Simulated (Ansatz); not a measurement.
Geometry optimisation, Ansatz, RKS B3LYP/6-31G*.

Input file:

```yaml
crystal:
  periodic: [false, false, false]
  atoms:
    - { symbol: Si, position_ang: [0.276818, -0.364175, -0.679865] }
    - { symbol: H, position_ang: [-1.171514, -0.585431, 1.554996] }
    - { symbol: H, position_ang: [1.155981, -0.231768, -1.881201] }
    - { symbol: C, position_ang: [-0.388899, 1.362886, -0.274513] }
    - { symbol: H, position_ang: [-1.281292, 1.34045, 0.363013] }
    - { symbol: H, position_ang: [0.372449, 1.972287, 0.232152] }
    - { symbol: H, position_ang: [-0.658265, 1.871341, -1.208992] }
    - { symbol: H, position_ang: [-0.853497, -1.266467, -1.052706] }
    - { symbol: P, position_ang: [1.528724, -1.230585, 0.927528] }
    - { symbol: H, position_ang: [0.757133, -2.404652, 1.146578] }
    - { symbol: H, position_ang: [2.45415, -1.880986, 0.058077] }
    - { symbol: H, position_ang: [-0.770587, -0.7645, 2.112631] }
basis:
  gaussian: { orbitals: "6-31G*" }
hamiltonian:
  xc: b3lyp
relax:
  f_tol: 0.03
  max_steps: 50
```

Launched with:

```bash
$ ansatz run input.yaml --threads 1 --pin off --max-ram 2048MiB --backend cpu --events-out ev --progress --plain --runs-dir out
```

Q: Where does it end, and by what steps?

A: It converged. The force dipped under the threshold on the way, but the program's further checks kept it going. After 19 steps the energy has fallen by 0.313 eV; H2 moved furthest, 2.29 Å.

| step | energy less start (eV) | largest force component (eV/Å) | accepted |
| --- | --- | --- | --- |
| 0 | 0.0000 | 1.145 | yes |
| 1 | -0.1508 | 0.221 | yes |
| 2 | -0.2029 | 0.163 | yes |
| 3 | -0.2359 | 0.100 | yes |
| 4 | -0.2537 | 0.119 | yes |
| 5 | -0.2711 | 0.213 | yes |
| 6 | -0.2807 | 0.528 | yes |
| 7 | -0.2903 | 0.344 | yes |
| 8 | -0.2921 | 0.241 | yes |
| 9 | -0.2961 | 0.607 | yes |
| 10 | -0.3085 | 0.118 | yes |
| 11 | -0.3111 | 0.026 | yes |
| 12 | -0.3115 | 0.036 | yes |
| 13 | -0.3118 | 0.022 | yes |
| 14 | -0.3121 | 0.034 | yes |
| 15 | -0.3124 | 0.032 | yes |
| 16 | -0.3127 | 0.030 | yes |
| 17 | -0.3129 | 0.053 | yes |
| 18 | -0.3130 | 0.035 | yes |
| 19 | -0.3133 | 0.015 | yes |

```xyz
12
Properties=species:S:1:pos:R:3
Si 0.674 -0.242 -1.176
H -2.693 -0.881 3.240
H 1.518 0.137 -2.344
C -0.179 1.286 -0.464
H -0.809 1.027 0.394
H 0.555 2.029 -0.135
H -0.819 1.754 -1.221
H -0.344 -1.222 -1.655
P 2.091 -1.138 0.373
H 1.070 -1.742 1.166
H 2.351 -2.330 -0.365
H -1.992 -0.860 3.484
```

The run took 76 s on 1 thread of Arm Neoverse V1, on a shared host, peak memory 0.15 GiB.
